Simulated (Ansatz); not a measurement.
## Which is lower?

Two relaxed structures of SiH3SO (charge -1), closed shell (PBE0-D4/def2-TZVPD; forces vanish, vibrations not checked).

A:

```xyz
6
angstrom
O -1.2259 -1.6192 -0.3546
S 0.3885 -1.2334 0.1050
Si 0.2162 0.9481 0.0650
H -1.6234 -0.7375 -0.4643
H 1.4351 1.3253 -0.7744
H 0.8095 1.3168 1.4232
```

B:

O1  (0.286, -0.752, -0.353)
S2  (-1.079, -1.552, -0.002)
Si3  (0.271, 1.017, -0.106)
H4  (-1.991, -0.630, -0.426)
H5  (1.732, 1.207, -0.557)
H6  (0.623, 1.059, 1.400)
(Å)

Ansatz 0.2.0; basis: def2-TZVPPD; cores frozen in the correlated methods. B3LYP uses VWN-RPA correlation.

**Question.** Which structure is lower at CCSD(T), and by how much? (To be estimated.)

**Answer.** Computed: A, by 0.238 eV (electronic energy, against the other). By their contacts, A is SiH₃SO ([OH][S][SiH2]), total charge -1 and B is SiH₃SO ([SiH2][O][SH]), total charge -1.

All methods give the same order:

| method | E(B) − E(A) (eV) |
| --- | --- |
| PBE-D4 | 0.399 |
| r2SCAN-D4 | 0.323 |
| PBE0-D4 | 0.351 |
| B3LYP-D4 | 0.243 |
| wB97M-V | 0.236 |
| HF | 0.055 |
| MP2 | 0.246 |
| CCSD | 0.196 |
| CCSD(T) | 0.238 |

T1 diagnostic: at most 0.018.

Labels in which every atom is bracketed show which atoms are joined, not bond orders.

For scale, one of the runs: CCSD(T)/def2-TZVPPD, 190 basis functions, launched by `ansatz run in.yaml --threads 2 --pin off --events-out ev --progress --plain --max-ram 4352MiB`. Time: 17 s of wall clock on 2 CPU threads of an AMD EPYC 9R45; the host was shared. Peak host memory: 1.9 GiB.
